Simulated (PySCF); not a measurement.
C4H7F.
Structure used (PBE0-D3(BJ)/def2-SVP), in Å, numbered top down from 1:
```
atom  x, y, z in Å
C1    -1.6209    0.1464   -0.1580
C2    -0.3049    0.3623    0.5823
C3     0.7758   -0.5654    0.1275
C4     1.9204   -0.1565   -0.4090
F5     2.8625   -1.0030   -0.8227
H6    -2.4081    0.8164    0.2212
H7    -1.5026    0.3333   -1.2363
H8    -1.9784   -0.8890   -0.0395
H9    -0.4710    0.2197    1.6653
H10    0.0283    1.4069    0.4622
H11    0.6135   -1.6455    0.2206
H12    2.2007    0.8914   -0.5625
```

Level of theory: core-valence-separated Tamm–Dancoff BHandHLYP/aug-pcX-1 (pcseg-1 on H) in PySCF, non-relativistic, gas phase, PBE0-D3(BJ)/def2-SVP geometry. Absolute energies from this functional tend to lie a few eV below measured edges; no shift was applied.

(1) List the carbon K-edge absorption lines.

(2) Give energies, oscillator strengths and core holes at the F K edge.

Results:

(1) 
```csv
E (eV),f,core hole on,main final orbital,polarisation
283.01,0.0596,C3,LUMO+4 (45 %),normal to the local trigonal plane
284.80,0.0680,C4,LUMO+4 (40 %),normal to the local trigonal plane
285.39,0.0081,C1,LUMO (82 %),–
285.79,0.0132,C2,LUMO (65 %),–
286.01,0.0193,C3,LUMO+3 (44 %),in the local trigonal plane
286.06,0.0264,C1,LUMO+1 (30 %),–
286.15,0.0239,C1,LUMO+2 (40 %),–
286.24,0.0130,C2,LUMO+4 (48 %),–
286.34,0.0215,C2,LUMO+3 (40 %),–
286.50,0.0052,C1,LUMO+4 (42 %),–
286.79,0.0001,C3,LUMO+1 (54 %),–
286.84,0.0070,C1,spread,–
287.00,0.0005,C3,spread,–
287.01,0.0036,C2,LUMO+1 (38 %),–
287.18,0.0018,C3,LUMO+2 (60 %),normal to the local trigonal plane
287.47,0.0097,C1,spread,–
287.53,0.0023,C2,LUMO+3 (40 %),–
287.56,0.0045,C1,spread,–
287.56,0.0408,C4,LUMO+1 (30 %),in the local trigonal plane
```

The first line with a tenth or more of the strongest one's intensity is at 283.01 eV (f = 0.060), with the hole on C3 (alkene CH carbon), polarised normal to the local trigonal plane: a 1s→π* resonance. The strongest listed is at 284.80 eV (f = 0.068; C4, 1s→π*).

(2) 
| E (eV) | f | core hole on | main final orbital |
| --- | --- | --- | --- |
| 686.11 | 0.0099 | F5 | LUMO+4 (49 %) |
| 686.42 | 0.0173 | F5 | spread |
| 687.38 | 0.0156 | F5 | LUMO+1 (30 %) |
| 687.72 | 0.0023 | F5 | LUMO+1 (42 %) |
| 688.27 | 0.0016 | F5 | LUMO (38 %) |
| 688.38 | 0.0050 | F5 | spread |
| 688.91 | 0.0036 | F5 | LUMO+5 (47 %) |

The first line with a tenth or more of the strongest one's intensity is at 686.11 eV (f = 0.010), with the hole on F5 (vinyl fluorine). The strongest listed is at 686.42 eV (f = 0.017; F5).

Roots within 0.03 eV whose holes lie on the same, on equivalent or on shared atoms are summed into one line, and the highest roots are left out, as the search may have cut off their partners. Final orbitals are the ground state's empty Kohn–Sham orbitals. A dash: too weak, shared between unlike atoms, or no plane or axis to refer to.

Problem. What length of transition dipole belongs to the line at 286.34 eV?

Solution. From f = (2/3) ΔE |μ|² in atomic units, with ΔE = 10.523 Eh and f = 0.0215: |μ| = 0.055 au = 0.14 D.

The ionisation thresholds weren't computed; near and above them a finite basis only mimics Rydberg series and continuum.

Rough CPU time on one thread of a shared machine: about 19 s.

One conformer stands for the species.
